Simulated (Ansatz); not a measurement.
The same path of CH6Si + H4Si (13 atoms, charge 0, multiplicity 1) was run twice with different band settings. Lost on the way: Si1–C2, Si9–H13. Made: Si1–Si9, C2–H13.

The calculation used RKS PBE0-D4/6-31G* (Ansatz 0.2.0).

Relaxed end points:

```xyz
13
Properties=species:S:1:pos:R:3
Si 0.495 -0.137 0.184
C 0.882 -0.151 2.025
H -0.022 -0.355 2.609
H 1.623 -0.921 2.263
H 1.283 0.816 2.346
H 1.722 0.146 -0.615
H -0.514 0.914 -0.138
H -0.052 -1.452 -0.257
Si -3.487 0.673 1.144
H -3.380 -0.291 0.017
H -4.858 0.610 1.724
H -3.218 2.052 0.655
H -2.497 0.317 2.198
```

```xyz
13
Properties=species:S:1:pos:R:3
Si -0.736 0.149 -0.625
C 0.429 -0.257 3.090
H 0.716 -0.543 4.105
H 0.972 -0.874 2.370
H 0.673 0.795 2.925
H 0.362 0.942 -0.005
H -0.746 0.423 -2.091
H -0.454 -1.300 -0.418
Si -2.801 0.726 0.306
H -3.903 -0.009 -0.380
H -2.844 0.386 1.757
H -3.048 2.189 0.158
H -0.646 -0.405 2.962
```

Common settings: movable images 7; climbing image yes; optimiser quadratic models (default); start path through a guess of the saddle point; force threshold 0.03 eV/Å; iteration limit 60; end points relaxed.

| run | spring |
| --- | --- |
| 1 | 5.0 eV/Å² |
| 2 | 0.1 eV/Å² |

Q: What does each run give, and how far can it be trusted?

A: Run 1: converged after 33 iterations, highest image 3.419 eV above the first end. Neighbouring images differ by up to 2.8 eV, so the band resolves the path poorly. A vibrational analysis at the climbing image gives one clearly imaginary mode, 1486i cm⁻¹: a first-order saddle point.
Run 2: converged after 37 iterations, highest image 3.421 eV above the first end. Neighbouring images differ by up to 2.7 eV, so the band resolves the path poorly. Another band between the same ends (7 images) ends at a top of the same energy, where a vibrational analysis finds 1 clearly imaginary mode.
The orbitals stay closed-shell, which can raise the energy where a bond breaks towards radicals; this wasn't checked here.
